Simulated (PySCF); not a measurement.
Start geometry of dimethylphosphine, `CPC` from GFN2-xTB (Å):
```
atom  x, y, z in Å
C1     1.3801    0.1595   -0.0672
P2     0.2101   -0.4289    1.2499
C3    -1.3981    0.1614    0.5037
H4     2.3805   -0.2402    0.0833
H5     1.4348    1.2622   -0.0060
H6     0.9960   -0.0776   -1.0656
H7     0.1287   -1.7329    0.7506
H8    -2.1928   -0.2718    1.0542
H9    -1.4529   -0.0967   -0.5214
H10   -1.4359    1.2441    0.6264
```

What comes out of this run: PBE0-D3(BJ)/def2-SVP geometry optimisation, gas phase in PySCF 2.14.0?

```
atom  x, y, z in Å
C1     1.442    0.246   -0.105
P2     0.272   -0.398    1.181
C3    -1.339    0.168    0.458
H4     2.445   -0.172    0.069
H5     1.518    1.340   -0.001
H6     1.132    0.011   -1.135
H7     0.213   -1.745    0.702
H8    -2.170   -0.287    1.017
H9    -1.449   -0.079   -0.609
H10   -1.419    1.259    0.577
```

The energy falls by 2.4 kcal/mol over 4 energy and gradient evaluations, the largest force component goes from 0.0325 to 2.0e-04 Eh/bohr, and the atoms move by 0.043 Å rms after alignment. Among the bonds, C3–H8 and C3–H9 change most and about equally (+0.041 to +0.042 Å). Bonds longer at the end by more than 0.005 Å: 6 of 9; shorter: 1. Among the angles that change most is H4–C1–H6, from 111.7° to 108.9°. Rotational constants go from 15849, 7041, 5392 to 15954, 6955, 5368 MHz. The orientation of the end geometry is arbitrary; only internal coordinates are fixed.

The run used 81 basis functions and 25 SCF cycles in all.

Stationary, but not proved a minimum.
